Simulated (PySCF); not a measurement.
## Gas-phase thermal properties of NH₂

Energies from PySCF (xtb for GFN2), thermal terms from the rigid-rotor harmonic-oscillator model, ideal gas at 1 bar. 'Table' is the NASA 1993 thermochemical table (part measured, part estimated). 6-31G* has spherical d functions here. Open shells (unrestricted): NH₂ (multiplicity 2). GFN2 has no spin-polarisation term. B3LYP is the form with VWN-RPA correlation. The harmonic model lacks anharmonicity and excited electronic states, which grow with temperature; levels with a mode under 35 cm⁻¹ are left out. The table's entry may be an old estimate for NH₂ (not checked at source).

```csv
level,point group,σ,ZPE (kJ/mol),S°298 (J/mol/K),Cp298 (J/mol/K),S°1000 (J/mol/K),H1000 − H298 (kJ/mol)
table,-,-,-,195.0,33.9,240.1,26.8
B3LYP/6-31G*,C2v,2,49.8,194.9,33.5,238.8,26.1
GFN2-xTB,C2v,2,48.5,194.2,33.9,239.3,26.8
HF/6-31G*,C2v,2,53.9,194.3,33.4,237.7,25.7
PBE/def2-SVP,C2v,2,48.1,195.2,33.6,239.7,26.4
PBE0/def2-TZVP,C2v,2,50.2,194.7,33.5,238.8,26.2
```
σ: rotational symmetry number. Electronic degeneracy used: 2. Frequencies are unscaled.
